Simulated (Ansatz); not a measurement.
Fluorite CdF2, treated with LDA (Ansatz, a first-principles code, plane waves, PAW).

Settings: plane-wave cutoff 520 eV, 12×12×12 k mesh, Fermi–Dirac smearing 0.01 eV, scalar-relativistic PAW data made under PBE.

Pressure at four volumes; x = ln(V/12.387 Å³). One pressure is withheld.

| V (Å³/atom) | x | P (GPa) |
|---|---|---|
| 11.644 | -0.0619 | ? |
| 11.892 | -0.0408 | 5.74 |
| 12.387 | 0.0000 | 0.02 |
| 13.130 | 0.0583 | -6.41 |

Q: Pass a parabola P(x) through the three rows shown, estimate the bulk modulus and its pressure derivative near zero pressure, and predict the withheld pressure.

A: Slopes between the rows: (0.02 − (5.74))/(0.0000 − (-0.0408)) = -140.20 and (-6.41 − (0.02))/(0.0583 − (0.0000)) = -110.29 GPa. Their difference over the span 0.0991 is c = 29.91/0.0991 = 301.8 GPa, so P(x) = 5.74 + (-140.20)(x − (-0.0408)) + 301.8 (x − (-0.0408))(x − (0.0000)). At the middle row B = −dP/dx = −[-140.20 + 301.8 × 0.0408] = 127.9 GPa, and B′ = dB/dP = 2c/B = 4.7. At x = -0.0619 the parabola gives 9.09 GPa; the run gives 9.15 GPa. The Birch–Murnaghan fit to the energies at all volumes has B0 = 127 GPa and B′ = 4.8.
